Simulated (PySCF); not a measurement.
Two species compared at the same levels of theory.

First species: C3H5N3.
SMILES: `Cn1nccn1`

Second species: C5H12N (charge +1).
SMILES: `C=C[C@H](C)[NH2+]C`

Levels: CAM-B3LYP/def2-SVPD for HOMO energy, LUMO energy, HOMO–LUMO gap, static isotropic polarisability and electronic spatial extent ⟨r²⟩ about the centre of nuclear charge; TDDFT CAM-B3LYP/def2-SVPD for lowest singlet excitation; TDA CAM-B3LYP/def2-SVPD for lowest triplet excitation (Tamm–Dancoff); ΔSCF CAM-B3LYP/def2-SVPD for vertical ionisation energy; PBE0-D3(BJ)/def2-SVP for rotational constant A and rotational constant C. Geometries: PBE0-D3(BJ)/def2-SVP. All species are isolated and taken at one optimised geometry, non-relativistic unless stated; the electronic structure was computed with PySCF and density fitting.

The conformers computed, where there is a choice (atom-mapped SMILES and torsion angles):
- `[CH2:1]=[CH:2][C@H:3]([CH3:4])[NH2+:5][CH3:6]`: C1–C2–C3–C4 -131°, C2–C3–N5–C6 -171°

| property | column X | column Y |
| --- | --- | --- |
| HOMO energy | -8.94 eV | -13.62 eV |
| LUMO energy | 0.95 eV | -3.56 eV |
| HOMO–LUMO gap | 9.89 eV | 10.06 eV |
| lowest singlet excitation | 6.53 eV | 7.33 eV |
| lowest triplet excitation (Tamm–Dancoff) | 4.90 eV | 4.36 eV |
| static isotropic polarisability | 54.7 au | 66.3 au |
| vertical ionisation energy | 9.80 eV | 14.57 eV |
| electronic spatial extent ⟨r²⟩ about the centre of nuclear charge | 459 bohr² | 741 bohr² |
| rotational constant A | 9.378 GHz | 5.504 GHz |
| rotational constant C | 2.824 GHz | 1.756 GHz |

**Question.** Which column belongs to which species?

**Answer.** Column X is the first species and column Y the second. The first has 11 atoms and 44 electrons, the second 18 and 48; their charges are 0 and +1, their HOMO energies -8.94 eV and -13.62 eV.

**Question.** How does each property change from the first species to the second?

**Answer.** HOMO energy -4.68 eV; LUMO energy -4.51 eV; HOMO–LUMO gap +0.17 eV; lowest singlet excitation +0.80 eV; lowest triplet excitation (Tamm–Dancoff) -0.54 eV; static isotropic polarisability +11.6 au; vertical ionisation energy +4.77 eV; electronic spatial extent ⟨r²⟩ about the centre of nuclear charge +282 bohr²; rotational constant A -3.874 GHz; rotational constant C -1.068 GHz.

On the first: The vertical singlet–triplet gap S1 − T1 is 1.63 eV (TDDFT singlet less Tamm–Dancoff triplet; S1: HOMO−2→LUMO, weight 0.97; T1: HOMO→LUMO, weight 0.96). The principal polarisabilities are 38.0, 55.4 and 70.8 au; their mean is the isotropic value.

On the second: S1 lies 2.73 eV below the HOMO–LUMO gap; its leading configuration is HOMO→LUMO, weight 0.95. In wavenumbers S1 is 59100 cm⁻¹ (1 eV = 8065.54 cm⁻¹).
